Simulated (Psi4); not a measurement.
**B3LYP/6-31G(d) (spherical functions) run of BNH6 (SMILES [BH3-][NH3+])**

What is the vertical singlet–triplet gap of BNH6 at B3LYP/6-31G* (spherical functions)? 

The calculation is run with Psi4 1.11.

1 further run of the same task is left out (set aside as unsound or not needed).

## Step 1: The system as given

The species is BNH6 (8 atoms), meant as a singlet with charge 0. As SMILES, `[BH3-][NH3+]`. Geometry: relaxed at PBE0-D4/def2-TZVP.

Bond lengths: B1–N2 1.639 Å, B1–H3 1.212 Å, B1–H4 1.212 Å, B1–H5 1.212 Å, N2–H6 1.015 Å, N2–H7 1.015 Å, N2–H8 1.015 Å. Some angles: B1–N2–H6 110.9°, B1–N2–H7 110.9°, B1–N2–H8 110.9°, N2–B1–H3 105.3°, N2–B1–H4 105.3°, N2–B1–H5 105.3°, H6–N2–H7 108.0°, H6–N2–H8 108.0°, H7–N2–H8 108.0°, H3–B1–H4 113.3°.

## Step 2: Energy and gradient at B3LYP/6-31G(d) (spherical functions)

job.py reads:

```python
import psi4

psi4.set_memory('1600 MB')
psi4.set_num_threads(1)
psi4.core.set_output_file('run.log', False)

m = psi4.geometry("""
0 1
B     -0.191300     0.250800    -0.775400
N      0.206500    -0.255100     0.731700
H     -0.078200    -0.728400    -1.481000
H     -1.332600     0.649700    -0.687200
H      0.604400     1.126600    -1.038400
H      0.140800     0.507000     1.398700
H      1.156600    -0.611300     0.755300
H     -0.414000    -0.996500     1.040500
symmetry c1
""")

psi4.set_options({
    'reference': 'rks',
    'puream': True,
    'e_convergence': 1e-09,
    'd_convergence': 1e-08,
    'scf_type': 'pk',
    'dft_radial_points': 99,
    'dft_spherical_points': 590,
})

energy_value, wavefunction = psi4.gradient("b3lyp/6-31G*", molecule=m, return_wfn=True)
psi4.oeprop(wavefunction, "LOWDIN_CHARGES", "WIBERG_LOWDIN_INDICES", "DIPOLE", title="B3LYP")
print('gradient / Eh bohr^-1')
print(energy_value.np.round(6))
print(f'energy = {wavefunction.energy():.10f} Eh')
for k, v in sorted(psi4.core.scalar_variables().items()):
    print(f'{k:45s} {v:18.10f}')
```

Started as:

```console
python job.py
```

run.log:

```text
[...]
  Running in c1 symmetry.
[...]
  Nuclear repulsion =   40.754562783001887
[...]
  Multiplicity = 1
[...]
  Nalpha       = 9
  Nbeta        = 9
[...]
    Number of basis functions: 40
[...]
   @RKS iter   1:   -83.00361892339612   -2.90846e-01   1.55700e-02 ADIIS/DIIS
[...]
   @RKS iter   9:   -83.21130362746740   -1.17950e-12   3.90576e-09 DIIS
[...]
    Orbital Energies [Eh]
    ---------------------
    Doubly Occupied:
       1A    -14.404807     2A     -6.664093     3A     -0.953397
       4A     -0.554350     5A     -0.554319     6A     -0.508123
       7A     -0.348093     8A     -0.265516     9A     -0.265502
[...]
  @RKS Final Energy:   -83.21130362746740
   => Energetics <=
    Nuclear Repulsion Energy =             40.7545627830018873
    One-Electron Energy =                -191.1862767494878881
    Two-Electron Energy =                  77.9390775370921602
    DFT Exchange-Correlation Energy =     -10.7186671980735575
    Empirical Dispersion Energy =           0.0000000000000000
    VV10 Nonlocal Energy =                  0.0000000000000000
    Total Energy =                        -83.2113036274674016
[...]
  -Total Gradient:
     Atom            X                  Y                   Z
    ------   -----------------  -----------------  -----------------
       1        0.001944192068    -0.002431617022     0.007300401900
       2        0.000011886925    -0.000037190325     0.000216009060
       3       -0.000130447623     0.000243365353    -0.000385532854
       4       -0.000007529315     0.000107297890    -0.000458404845
       5       -0.000212395459     0.000051167962    -0.000415467287
       6        0.000158485422    -0.003260110261    -0.003606006923
       7       -0.004417297066     0.001789381757    -0.000676245657
       8        0.002653027813     0.003537663172    -0.001974590652
[...]
 Multipole Moments:
 ------------------------------------------------------------------------------------
     Multipole            Electronic (a.u.)      Nuclear  (a.u.)        Total (a.u.)
 ------------------------------------------------------------------------------------
 L = 1.  Multiply by 2.5417464519 to convert [e a0] to [Debye]
 Dipole X            :          0.4160456            0.1242860            0.5403316
 Dipole Y            :         -0.5289221           -0.1581129           -0.6870350
 Dipole Z            :          1.5758682            0.4708985            2.0467667
 Magnitude           :                                                    2.2255852
[...]
```

Standard output:

```text
gradient / Eh bohr^-1
[[ 1.944e-03 -2.432e-03  7.300e-03]
 [ 1.200e-05 -3.700e-05  2.160e-04]
 [-1.300e-04  2.430e-04 -3.860e-04]
 [-8.000e-06  1.070e-04 -4.580e-04]
 [-2.120e-04  5.100e-05 -4.150e-04]
 [ 1.580e-04 -3.260e-03 -3.606e-03]
 [-4.417e-03  1.789e-03 -6.760e-04]
 [ 2.653e-03  3.538e-03 -1.975e-03]]
energy = -83.2113036275 Eh
CURRENT ENERGY                                    -83.2113036275
CURRENT REFERENCE ENERGY                          -83.2113036275
DD SOLVATION ENERGY                                 0.0000000000
DFT FUNCTIONAL TOTAL ENERGY                       -83.2113036275
DFT TOTAL ENERGY                                  -83.2113036275
DFT VV10 ENERGY                                     0.0000000000
DFT XC ENERGY                                     -10.7186671981
GRID ELECTRONS ALPHA                                8.9999997330
GRID ELECTRONS BETA                                 8.9999997330
GRID ELECTRONS TOTAL                               17.9999994659
NUCLEAR REPULSION ENERGY                           40.7545627830
ONE-ELECTRON ENERGY                              -191.1862767495
PCM POLARIZATION ENERGY                             0.0000000000
PE ENERGY                                           0.0000000000
SCF ITERATION ENERGY                              -83.2113036275
SCF ITERATIONS                                      9.0000000000
SCF TOTAL ENERGY                                  -83.2113036275
TWO-ELECTRON ENERGY                                77.9390775371
XC GRID RADIAL POINTS                              99.0000000000
XC GRID SPHERICAL POINTS                          590.0000000000
XC GRID TOTAL POINTS                           442922.0000000000
```

Wall time 9.3 s (1 thread of Intel Xeon Platinum 8375C at 2.90GHz (Ice Lake), shared host); peak memory 0.76 GiB.

## Step 3: The triplet: the energy at UB3LYP/6-31G(d) (spherical functions)

bh6n.dat reads:

```
memory 1.6 GB

molecule mol {
  0 3
  B     -0.191300     0.250800    -0.775400
  N      0.206500    -0.255100     0.731700
  H     -0.078200    -0.728400    -1.481000
  H     -1.332600     0.649700    -0.687200
  H      0.604400     1.126600    -1.038400
  H      0.140800     0.507000     1.398700
  H      1.156600    -0.611300     0.755300
  H     -0.414000    -0.996500     1.040500
  symmetry c1
}

set globals {
  reference            uks
  puream               true
  e_convergence        1e-09
  d_convergence        1e-08
  scf_type             pk
  dft_radial_points    99
  dft_spherical_points 590
  maxiter              100
}

e_tot, wfn = energy('b3lyp/6-31G*', return_wfn=True)
oeprop(wfn, 'LOWDIN_CHARGES', 'QUADRUPOLE', 'WIBERG_LOWDIN_INDICES', title='B3LYP')
```

Started as:

```console
psi4 -i bh6n.dat -o bh6n.out -n 1
```

bh6n.out:

```text
[...]
  Running in c1 symmetry.
[...]
  Nuclear repulsion =   40.754562783001887
[...]
  Multiplicity = 3
[...]
  Nalpha       = 10
  Nbeta        = 8
[...]
    Number of basis functions: 40
[...]
   @UKS iter   1:   -82.69201195407553    2.07608e-02   1.65641e-02 ADIIS/DIIS
[...]
   @UKS iter  22:   -82.92388179251915   -1.02318e-12   9.83177e-09 DIIS
[...]
   @S^2 Observed:                2.005348261E+00
[...]
    Orbital Energies [Eh]
    ---------------------
    Alpha Occupied:
       1A    -14.356356     2A     -6.771907     3A     -0.925213
       4A     -0.588968     5A     -0.529267     6A     -0.519262
       7A     -0.421412     8A     -0.410891     9A     -0.342967
      10A     -0.011826
    Alpha Virtual:
      11A      0.119647    12A      0.119691    13A      0.124395
      14A      0.136644    15A      0.147133    16A      0.186333
      17A      0.373515    18A      0.395116    19A      0.418249
      20A      0.639621    21A      0.660004    22A      0.674597
      23A      0.790316    24A      0.838715    25A      0.864270
[...]
  @UKS Final Energy:   -82.92388179251915
   => Energetics <=
    Nuclear Repulsion Energy =             40.7545627830018873
    One-Electron Energy =                -190.5313036633724266
    Two-Electron Energy =                  77.4963533013006156
    DFT Exchange-Correlation Energy =     -10.6434942134492285
    Empirical Dispersion Energy =           0.0000000000000000
    VV10 Nonlocal Energy =                  0.0000000000000000
    Total Energy =                        -82.9238817925191540
[...]
 Multipole Moments:
 ------------------------------------------------------------------------------------
     Multipole            Electronic (a.u.)      Nuclear  (a.u.)        Total (a.u.)
 ------------------------------------------------------------------------------------
 L = 1.  Multiply by 2.5417464519 to convert [e a0] to [Debye]
 Dipole X            :         -0.4476925            0.1242860           -0.3234065
 Dipole Y            :         -0.0344462           -0.1581129           -0.1925591
 Dipole Z            :         -0.6471460            0.4708985           -0.1762475
 Magnitude           :                                                    0.4156128
 L = 2.  Multiply by 1.3450342976 to convert [e a0^2] to [Debye ang]
 Quadrupole XX       :        -27.1703422           14.7845602          -12.3857820
 Quadrupole XY       :          2.4661209           -3.3623926           -0.8962717
[...]
```

It took 26 s on 1 thread of Intel Xeon Platinum 8375C at 2.90GHz (Ice Lake), shared host; peak memory 0.76 GiB.

## Step 4: Outcome

At B3LYP/6-31G* (spherical functions):

```
                                        quantity         value
                           singlet: total energy  -83.21130 Eh
                          singlet: dipole moment        5.66 D
                            singlet: HOMO energy      -7.22 eV
                            singlet: LUMO energy       0.80 eV
                          singlet: HOMO–LUMO gap       8.03 eV
               singlet: largest force on an atom    0.408 eV/Å
                           triplet: total energy  -82.92388 Eh
                          triplet: dipole moment        1.06 D
     triplet: HOMO energy (highest over α and β)      -0.32 eV
                                   triplet: ⟨S²⟩         2.005
vertical energy of the triplet above the singlet      7.821 eV
```

What this shows: At this shape the triplet lies 7.82 eV (180 kcal/mol) above the singlet. The largest force (singlet) is 0.41 eV/Å: the shape isn't a stationary point for this species at this level.
